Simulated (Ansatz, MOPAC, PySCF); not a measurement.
Barrier height from HO + H2 to the transition structure H3O, without zero-point energy, on the benchmark's geometries as Psi4's copy of the set gives them.
Transition structure (charge 0, multiplicity 2):
```csv
atom,x (Å),y (Å),z (Å)
O,-0.3011,-0.1080,0.0000
H,-0.4279,0.8516,0.0000
H,1.0155,-0.1004,0.0001
H,1.8210,0.1132,-0.0001
```

```
level                                                     barrier height (eV)  minus MP2/CBS(aug-cc-pVTZ, aug-cc-pVQZ) + ΔCCSD(T)/aug-cc-pVTZ
--------------------------------------------------------  -------------------  --------------------------------------------------------------
PM6                                                                    -0.101                                                          -0.327
PBE/def2-TZVPPD                                                        -0.268                                                          -0.493
BLYP-D4/def2-TZVPPD                                                    -0.163                                                          -0.389
r2SCAN-D4/def2-TZVPPD                                                  -0.061                                                          -0.286
B3LYP-D3(BJ)/def2-TZVPPD                                                0.010                                                          -0.215
B3LYP-D4/def2-TZVPPD                                                    0.018                                                          -0.208
CAM-B3LYP-D3(BJ)/def2-TZVPPD                                            0.037                                                          -0.189
CAM-B3LYP-D4/def2-TZVPPD                                                0.038                                                          -0.187
wB97X-V/def2-TZVPPD                                                     0.135                                                          -0.091
MP2/cc-pVDZ                                                             0.397                                                           0.172
MP2/aug-cc-pVTZ                                                         0.320                                                           0.095
CCSD(T)/aug-cc-pVTZ                                                     0.240                                                           0.015
MP2/CBS(aug-cc-pVTZ, aug-cc-pVQZ) + ΔCCSD(T)/aug-cc-pVTZ                0.226                                                           0.000
CCSDT(Q)/cc-pVDZ                                                        0.345                                                           0.119
```

 The comparison column counts from a level with limits of its own.

The rows run from -0.268 (PBE/def2-TZVPPD) to 0.397 eV (MP2/cc-pVDZ).

Open shells are unrestricted; no spin–orbit coupling.

Correlated levels freeze the cores. CBS(a, b) extrapolates the correlation energy as X⁻³ and adds the Hartree–Fock energy of set b. The state that PM6 reach isn't checked.

Run with Ansatz (a program for electronic structure); MOPAC for PM6 (differences of heats of formation); PySCF for the dispersion terms. Values without a source in brackets are computed.

The set's own value is 5.1 kcal/mol (Zhao et al., J. Phys. Chem. A 109, 2012 (2005), HTBH38), an estimate for the real system, whose open-shell reactant is lowered by spin–orbit coupling.
